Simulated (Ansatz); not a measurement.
1T (CdI2-type) CdI2, treated with PBEsol (plane waves, PAW; Ansatz, an electronic-structure program).

Numerical settings: plane-wave cutoff 520 eV, 12×12×6 k mesh (along the axes of the cell as run), Fermi–Dirac smearing 0.01 eV, scalar-relativistic PAW data made under PBE.

Cell (measured lattice):

```cif
data_CdI2
_chemical_formula_sum 'Cd1 I2'
_space_group_name_H-M_alt 'P-3m1'
_space_group_IT_number 164
_space_group_name_Hall '-P 3 2"'
_cell_length_a 4.24400
_cell_length_b 4.24400
_cell_length_c 6.85900
_cell_angle_alpha 90.000
_cell_angle_beta 90.000
_cell_angle_gamma 120.000
loop_
_atom_site_label
_atom_site_type_symbol
_atom_site_symmetry_multiplicity
_atom_site_Wyckoff_symbol
_atom_site_fract_x
_atom_site_fract_y
_atom_site_fract_z
_atom_site_occupancy
Cd1 Cd 1 a 0.00000 0.00000 0.00000 1
I1 I 2 d 0.66667 0.33333 0.24920 1
```

Problem. What does this level give for the band gap and smallest direct gap on the k points sampled?

Solution. 
- band gap: 2.27 eV
- smallest direct gap on the k points sampled: 2.51 eV

Note: cell and atoms aren't relaxed at this level (pressure -0.4 GPa).

Spin–orbit coupling is not included; with these elements it can move the gap by several tenths of an eV or more.

Static lattice: no zero-point or thermal effects.

The result took around 90 core-seconds (rough).
